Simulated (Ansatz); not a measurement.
C4H5Cl (`C=C=C(C)Cl`), relaxed with RKS PBE-D4/def2-SVP in the Gaussian-basis code of Ansatz from a rough embedded geometry. The force threshold is 0.03 eV/Å; the program also tests the step.

Charge 0, multiplicity 1.

Start:

```xyz
10

C    -0.610   -0.066    1.974
C    -0.206    0.199    0.842
C     0.202    0.474   -0.334
C     0.365   -0.364   -1.532
Cl    0.731    2.125   -0.590
H    -0.655    0.681    2.822
H    -0.963   -1.063    2.267
H    -0.265   -0.019   -2.344
H     1.403   -0.525   -1.842
H    -0.004   -1.443   -1.262
```

```
step  energy (eV)  largest force (eV/Å)  largest move (Å)
   1  -16729.5361                 6.210             0.000
   2  -16730.9898                 1.915             0.199
   3  -16731.6821                 1.210             0.195
   4  -16732.1685                 0.920             0.196
   5  -16732.5195                 0.823             0.194
   6  -16732.7366                 0.754             0.200
   7  -16732.8709                 0.297             0.200
   8  -16732.8838                 0.382             0.133
   9  -16732.8919                 0.670             0.089
  10  -16732.9123                 0.296             0.067
  11  -16732.9155                 0.035             0.031
  12  -16732.9157                 0.010             0.007
```

End:

```xyz
10

C    -0.649   -0.089    2.054
C    -0.264    0.222    0.833
C     0.123    0.527   -0.391
C     0.471   -0.431   -1.492
Cl    0.267    2.235   -0.838
H     0.080   -0.224    2.874
H    -1.716   -0.222    2.308
H    -0.184   -0.264   -2.372
H     1.517   -0.275   -1.825
H     0.355   -1.478   -1.151
```

It took 20 s on 4 threads of a server CPU on a shared host, with 0.19 GiB of host memory at the peak.
